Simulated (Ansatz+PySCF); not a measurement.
## singlet CH(+): levels of theory in one basis

```tsv
atom	x (Å)	y (Å)	z (Å)
C	0.0000	0.0000	-0.1770
H	0.0000	0.0000	1.0620
```

Basis set: def2-SVP (spherical functions). Correlated methods keep 1 orbital frozen. Charge 1, multiplicity 1.

Computed with Ansatz (development build ahead of 0.2.0); each method stands on the lowest determinant of its kind that the runs found. NEVPT2 correlates all electrons. Active spaces start from the frontier orbitals, and the lowest solution found is given.

```
                            method  E − E(RHF) (eV)  <S²> of the determinant
                               RHF             0.00                     0.00
                               UHF            -0.29                     0.54
                           RHF-MP2            -1.91                        –
                           UHF-MP2            -1.83                     0.54
                          RHF-CCSD            -2.77                        –
                          UHF-CCSD            -2.77                     0.54
                       RHF-CCSD(T)            -2.82                        –
                       UHF-CCSD(T)            -2.82                     0.54
full CI (lowest root of this spin)            -2.83                        –
                       CASSCF(4,5)            -1.88                        –
```

Q: What does SC-NEVPT2(4,5) give on the same scale?

A: -2.59 eV. NEVPT2 here correlates all electrons, so it doesn't share the others' frozen core.

Q: Is a single determinant a sound starting point here?

A: Only with care. Unrestricted orbitals gain 0.29 eV and <S²> is 0.54 against 0.00 for a pure state, so spin symmetry breaks but gains little energy; restricted orbitals can still serve. The CASSCF(4,5) natural occupations are 1.97, 1.87, 0.06, 0.06, 0.03.

Caution for UHF, UHF-MP2, UHF-CCSD, UHF-CCSD(T): the unrestricted determinant is spin contaminated; the determinant breaks the point group. Caution for UHF-MP2: another reference gives a lower total.
